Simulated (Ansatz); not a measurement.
The cluster SiO2⁻. The state is a doublet with charge -1. Geometry PBE0-D4/def2-TZVPD.

```xyz
3

Si   -0.834   -0.516   -0.340
O    -0.023    0.681    0.609
O     0.858   -0.164   -0.269
```

The structure holds one bond between oxygen atoms, so isomers without such links may lie far lower. At PBE-D4/def2-TZVPD, r2SCAN-D4/def2-TZVPD, r2SCANh-D4/def2-TZVPD, PBE0-D4/def2-TZVPD the highest occupied level of the charge -1 doublet lies above zero (up to 2.37 eV). The electron is either unbound and held by the finite basis, or the level is raised by self-interaction error. Another isomer (doublet) lies 4.02 eV lower at PBE0-D4/def2-TZVPD; other spin states weren't run for this one.

Question: Estimate the α-spin orbital energies around the gap (eV) in Ansatz with HF/def2-TZVPD, PBE-D4/def2-TZVPD, r2SCAN-D4/def2-TZVPD, r2SCANh-D4/def2-TZVPD, PBE0-D4/def2-TZVPD.

Answer: 
```tsv
orbital	HF/def2-TZVPD	PBE-D4/def2-TZVPD	r2SCAN-D4/def2-TZVPD	r2SCANh-D4/def2-TZVPD	PBE0-D4/def2-TZVPD
HOMO−9	-109.54	-88.49	-90.67	-92.62	-93.96
HOMO−8	-32.95	-21.47	-22.78	-23.84	-24.55
HOMO−7	-24.83	-14.55	-15.73	-16.67	-17.30
HOMO−6	-13.26	-6.44	-6.89	-7.59	-8.33
HOMO−5	-11.00	-5.12	-5.38	-5.86	-6.39
HOMO−4	-9.32	-4.04	-4.48	-5.19	-5.94
HOMO−3	-7.29	-1.77	-2.07	-2.64	-3.27
HOMO−2	-6.13	-1.63	-1.90	-2.35	-2.86
HOMO−1	-5.93	0.08	-0.24	-0.88	-1.60
HOMO	-0.97	2.37	2.12	1.77	1.44
LUMO	5.50	3.04	3.33	3.62	3.81
LUMO+1	5.66	3.94	4.55	4.65	4.37
LUMO+2	6.74	4.51	4.90	5.31	5.19
LUMO+3	6.89	4.63	5.15	5.33	5.46
LUMO+4	7.62	5.43	5.93	6.18	6.21
LUMO+5	7.97	5.67	6.12	6.27	6.22
β HOMO	-4.60	0.20	-0.08	-0.70	-1.41
β LUMO	5.56	3.17	3.50	3.80	3.96
```
